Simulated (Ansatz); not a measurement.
P2. Charge 0, multiplicity 1.

```xyz
2

P     0.6798   -0.6446   -0.0872
P    -0.6798    0.6446    0.0872
```

Question: What are the harmonic wavenumbers in cm⁻¹ at PBE0-D4/def2-TZVP (Ansatz, finite differences of forces, unscaled)? (Best estimate.)

Answer: Ansatz gave: 833.

Question: Is this a minimum?

Answer: Yes, all 1 modes are real.

Question: Give the ideal-gas thermochemistry at 298.15 K and 1 bar (rigid rotor, harmonic oscillator; point group D∞h, symmetry number 2).

Answer: Zero-point energy 5.0 kJ/mol; H(298) − E = 13.8 kJ/mol; entropy 217.8 J/(mol·K), of which translation 160.3, rotation 56.7, vibration 0.8; G(298) − E = -51.1 kJ/mol.

Question: And at 400, 500, 600, 800 and 1000 K?

Answer: 
```tsv
T (K)	H − E (kJ/mol)	S (J/mol/K)	G − E (kJ/mol)
400	17.1	227.3	-73.8
500	20.5	234.9	-96.9
600	24.0	241.2	-120.7
800	31.1	251.4	-170.0
1000	38.4	259.5	-221.1
```

Question: Rotational constants (cm⁻¹)?

Answer: 0.3074.
